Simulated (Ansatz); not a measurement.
# C2H− (SMILES [C-]#C): functionals against CCSD(T) at one geometry

A test off equilibrium: a structure displaced at random from a GFN2-xTB minimum is computed at several levels, and each is set against CCSD(T).

Method: single points in def2-TZVPPD; program: Ansatz 0.2.0, Gaussian basis.

Cores are frozen in the correlated methods.

**1. Starting geometry**

3 atoms, charge -1, spin multiplicity 1.

Atoms are counted from 1 here; the program's logs count them from 0.

Bond lengths: C1–C2 1.096 Å, C2–H3 1.145 Å. Angles: C1–C2–H3 160.0°.

As a file:

```
C     0.6435    0.8387    0.5348
C     0.0738    0.1117   -0.0550
H    -0.4112   -0.8778   -0.3672
```

**2. CCSD(T)/def2-TZVPPD**

run/in.yaml reads:

```yaml
crystal:
  periodic: [false, false, false]
  atoms:
    - {symbol: C, position_ang: [0.643500, 0.838700, 0.534800]}
    - {symbol: C, position_ang: [0.073800, 0.111700, -0.055000]}
    - {symbol: H, position_ang: [-0.411200, -0.877800, -0.367200]}
basis:
  gaussian: {orbitals: "def2-TZVPPD.json"}
total_charge: -1
correlation: {method: ccsd_t}
output: {forces: true}
```

The basis file named in the input lies beside it (Basis Set Exchange, JSON).

The command line of these runs was not kept.

**3. PBE0-D4/def2-TZVPPD**

run/in.yaml, as its differences from that of step 2:

```diff
@@ -9,3 +9,3 @@
 total_charge: -1
-correlation: {method: ccsd_t}
-output: {forces: true}
+hamiltonian: {xc: pbe0, dispersion: d4}
+output: {forces: true, orbitals: {seedname: orbitals}}
```

**4. wB97M-V/def2-TZVPPD**

run/in.yaml, as its differences from that of step 3:

```diff
@@ -9,3 +9,3 @@
 total_charge: -1
-hamiltonian: {xc: pbe0, dispersion: d4}
-output: {forces: true, orbitals: {seedname: orbitals}}
+hamiltonian: {xc: {name: wB97M-V}}
+output: {forces: true}
```

**5. r2SCAN-D4/def2-TZVPPD**

run/in.yaml, as its differences from that of step 4:

```diff
@@ -9,3 +9,3 @@
 total_charge: -1
-hamiltonian: {xc: {name: wB97M-V}}
+hamiltonian: {xc: r2scan, dispersion: d4}
 output: {forces: true}
```

**6. PBE-D4/def2-TZVPPD**

run/in.yaml, as its differences from that of step 5:

```diff
@@ -9,3 +9,3 @@
 total_charge: -1
-hamiltonian: {xc: r2scan, dispersion: d4}
+hamiltonian: {xc: pbe, dispersion: d4}
 output: {forces: true}
```

**7. revPBE-D4/def2-TZVPPD**

run/in.yaml, as its differences from that of step 6:

```diff
@@ -9,3 +9,3 @@
 total_charge: -1
-hamiltonian: {xc: pbe, dispersion: d4}
+hamiltonian: {xc: {name: revPBE}, dispersion: d4}
 output: {forces: true}
```

**8. BLYP-D4/def2-TZVPPD**

run/in.yaml, as its differences from that of step 7:

```diff
@@ -9,3 +9,3 @@
 total_charge: -1
-hamiltonian: {xc: {name: revPBE}, dispersion: d4}
+hamiltonian: {xc: {name: BLYP}, dispersion: d4}
 output: {forces: true}
```

(Steps that only read results are left out.)

Before running it: what results should come out? Wanted: RMS force component; RMS force error; HOMO and LUMO, PBE0-D4; T1 diagnostic.

**Answer**, as computed:

```
              quantity                                                                                             value
   RMS force component                                                             9.525 to 10.193 eV/Å over the methods
       RMS force error  PBE0-D4 0.553, wB97M-V 0.678, r2SCAN-D4 0.481, PBE-D4 0.297, revPBE-D4 0.168, BLYP-D4 0.435 eV/Å
HOMO and LUMO, PBE0-D4                                                                                 -0.28 and 4.91 eV
         T1 diagnostic                                                                                             0.015
```

In words: On forces the order runs from revPBE-D4 to wB97M-V. Frozen-core CCSD(T) forces in triple zeta carry basis errors of their own, and this is one geometry, so small gaps rank nothing.
